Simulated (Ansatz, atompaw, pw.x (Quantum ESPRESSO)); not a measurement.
## Ga (Z = 31): one change to the PAW (atompaw) potential, in the atom and in the bcc crystal

* Element: gallium
* Generator: atompaw 4.2.0.5
* Type: PAW
* Functional: LDA (PW92)
* Relativity: scalar-relativistic
* Frozen core: [Ar] 3d10
* Valence charge: 3
* Reference configuration: 4s2 4p1
* Partial waves: 4s (bound): rc 2.10 bohr; 4s channel at 0.1 Ry: rc 2.95 bohr; 4p (bound): rc 2.95 bohr; 4p channel at 0.15 Ry: rc 2.95 bohr; 4d channel at 0.25 Ry: rc 2.30 bohr
* Local potential: troulliermartins scheme with l = 3 at 0 Ry, radius 2.25 bohr
* Core correction: smooth core density matched at 1.70 bohr
* Augmentation charge: besselshape compensation charge, radius 2.65 bohr; PAW radius 2.95 bohr; waves and projectors: custom polynom vanderbiltortho

Change: local potential bessel scheme, radius 2.25 bohr.

Cutoffs, loose and tight: the cutoffs (Ry, on a coarse ladder) from which the occupation-weighted sum of valence levels, in a spherical-Bessel basis at the reference potential, stays within 10 and 1 mRy of its value at 400 Ry. They see the waves, projectors and local potential, not the compensation charge or the core.

Crystal test: bcc Ga in pw.x 7.5, no spin, 14³ k-points, Fermi–Dirac smearing 0.01 Ry, cutoffs set for each file from its atomic test. The reference is all-electron LAPW (Ansatz 0.2.0) with the same functional, mesh and smearing; V0 and B0 come from Birch–Murnaghan fits to the pressures at five volumes. Errors are pseudo minus all-electron; Δ is the rms difference of the E(V) curves that follow from these fits, minima aligned, over ±6 % about the mean V0. Mesh and smearing are coarse, so the numbers serve the comparison and aren't converged zero-temperature values; the lattice is a test structure that the element need not adopt.

All-electron: a0 = 3.261 Å (V0 = 17.34 Å³/atom), B0 = 64.0 GPa.

Problem. Does the change bring the crystal closer to the all-electron result?

Solution. The mean pressure error goes from -1.61 to -1.03 GPa, so the change moves the solid closer to the all-electron pressures.

```json
{"quantity": "outcome (atom)", "base": "generated", "changed": "generated"}
{"quantity": "cutoff, loose (atom)", "base": "8 Ry", "changed": "6 Ry"}
{"quantity": "cutoff, tight (atom)", "base": "12 Ry", "changed": "12 Ry"}
{"quantity": "bound ghosts (atom)", "base": "none", "changed": "none"}
{"quantity": "cutoffs in pw.x (Ry)", "base": "40/400", "changed": "40/400"}
{"quantity": "a0 (Å)", "base": "3.234", "changed": "3.244"}
{"quantity": "a0 error (%)", "base": "-0.84", "changed": "-0.53"}
{"quantity": "B0 error (%)", "base": "+8.2", "changed": "+6.8"}
{"quantity": "Δ (meV/atom)", "base": "6.3", "changed": "3.9"}
{"quantity": "mean pressure error (GPa)", "base": "-1.61", "changed": "-1.03"}
```

Base: The largest radius (2.95 bohr) exceeds half the bond length (2.68 bohr), so the spheres overlap, which is one possible source of error among others. This is a poor potential for the solid. Changed file: The largest radius (2.95 bohr) exceeds half the bond length (2.68 bohr), so the spheres overlap, which is one possible source of error among others. This is a poor potential for the solid. The atomic cutoffs weigh occupied waves only.
